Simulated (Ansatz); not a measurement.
**H₂O⁺, quartet in cc-pVTZ: errors against UCCSDT(Q)**

Geometry: that of the H2O⁺, doublet, kept fixed. The doublet lies 12.4 eV lower here.

```json
{"atom": "O", "x (Å)": "0.0000", "y (Å)": "-0.0646", "z (Å)": "0.0000"}
{"atom": "H", "x (Å)": "0.0000", "y (Å)": "0.5128", "z (Å)": "-0.8211"}
{"atom": "H", "x (Å)": "0.0000", "y (Å)": "0.5128", "z (Å)": "0.8211"}
```

Basis cc-pVTZ; Ansatz 0.2.0. Only valence electrons are correlated (noble-gas cores frozen), which leaves 7 electrons in 57 orbitals. R marks a restricted (for open shells ROHF) determinant, U an unrestricted one. Active spaces: valence = (7e, 6o) chosen from the atoms' valence shells.

Full CI isn't at hand for all of this; UCCSDT(Q) serves as the reference, and is uncertain by about the last step of the cluster series. The frozen core follows each run's orbitals, which can shift R against U totals by a few meV.

For open shells CISD is restricted-active-space CI with the open shells as a complete middle space.

* UHF ⟨S²⟩: 3.756
* T1 diagnostic (RCCSD): 0.0144
* largest doubles amplitude (RCCSD): 0.073
* T1 diagnostic (UCCSD): 0.0105

| level | E − E(UCCSDT(Q)) (mEh) | share of correlation (%) | wall time |
| --- | --- | --- | --- |
| RHF | 191.89 | 0.00 | – |
| UHF | 185.31 | 3.43 | – |
| RMP2 | 24.74 | 87.11 | – |
| UMP2 | 25.78 | 86.57 | – |
| CISD | 8.56 | 95.54 | 4 s |
| RCCSD | 5.58 | 97.09 | – |
| UCCSD | 5.43 | 97.17 | – |
| RCCSD(T) | 0.99 | 99.49 | 4.2 s |
| UCCSD(T) | 0.93 | 99.52 | 4.2 s |
| BCCD(T) | 1.00 | 99.48 | 1.9 s |
| RCCSDT | 0.22 | 99.88 | – |
| UCCSDT | 0.13 | 99.93 | – |
| RCCSDT(Q) | 0.09 | 99.95 | 37 s |
| CASSCF (valence space) | 168.25 | 12.32 | – |
| NEVPT2 (valence space) | 24.74 | 87.11 | 0.66 s |
| MRCISD (valence space) | 7.37 | 96.16 | – |
| MRCISD+Q (valence space) | 1.29 | 99.33 | 1.4 s |

The correlation energy at UCCSDT(Q), counted from RHF, is -5.222 eV. That run took 34 s on 1 thread of Arm Neoverse V1, shared host.

Times hold each run's SCF and search for its determinant on a shared host, so for small cases they say little of a method's own cost; they ran on 1 thread of Arm Neoverse V1.

Natural occupations of CASSCF (valence space) about the gap: 1.996 1.978 1.007 1.000 0.996 0.023; effectively unpaired electrons, Σ n²(2−n)², 3.00.
